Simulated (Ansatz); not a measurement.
Elements on the sites of an ideal fcc lattice, at a guessed lattice constant:

```
Cu Ga Ag Sn Au
1.0
    -4.26045   -4.26045    0.00000
     0.00000    4.26045    4.26045
    -4.26045    4.26045   -4.26045
Cu Ga Ag Sn Au
1 3 5 2 1
Direct
  0.33333 0.16667 0.66667
  0.50000 0.00000 0.00000
  0.00000 0.00000 0.00000
  0.16667 0.83333 0.33333
  0.66667 0.33333 0.33333
  0.50000 0.50000 0.00000
  0.83333 0.66667 0.66667
  0.33333 0.66667 0.66667
  0.66667 0.83333 0.33333
  0.83333 0.16667 0.66667
  0.00000 0.50000 0.00000
  0.16667 0.33333 0.33333
```

Cell and atoms were relaxed without symmetry on coarser meshes and computed once more. The calculation used DFT PBE, scalar-relativistic, plane waves, PAW (Ansatz 0.2.0).

Settings: cutoff 420 eV, Γ-centred mesh 6×7×5 on the computed 12-atom cell, Gaussian smearing of 0.10 eV; no spin polarisation.

The relaxation ran on 3×3×2 (shifted) and then 4×4×3 k points with a smearing of 0.1 eV, from sites shaken by 0.02 Å.

Q: What does the relaxation give?

A: A volume of 18.82 Å³/atom and no gap on the mesh. It lies 0.04 eV/atom above the elements' standard states (static lattices, no corrections for gases). The atoms leave their sites by 0.16 Å (root mean square) and 0.30 Å at most, and the cell stretches by up to 1.3 % at fixed volume.

```
CELL_PARAMETERS angstrom
-4.22676 -4.25292 0.05459
-0.03863 4.23618 4.17970
-4.18335 4.25411 -4.17136
ATOMIC_POSITIONS crystal
Cu 0.33543 0.16135 0.67824
Ga 0.50410 0.01969 0.98931
Ga 0.00620 0.01782 0.00477
Ga 0.17821 0.85835 0.37026
Ag 0.65763 0.32998 0.33364
Ag 0.49562 0.48778 0.98755
Ag 0.82432 0.65041 0.66038
Ag 0.33188 0.65573 0.66003
Ag 0.64630 0.82131 0.30777
Sn 0.83022 0.14611 0.65063
Sn 0.01971 0.53485 0.02562
Au 0.17248 0.30923 0.33559
```

The final mesh leaves forces up to 0.15 eV/Å and stresses up to 0.4 GPa: the relaxation ran on a coarser mesh, so the cell's shape, its bonds and its energy belong partly to that mesh.

Spin-orbit coupling is left out, which matters for the bands of heavy elements.

Cost: 2 runs of about 19 core-minutes in all (earlier runs that led there not counted), on Arm Neoverse V1 (shared hosts).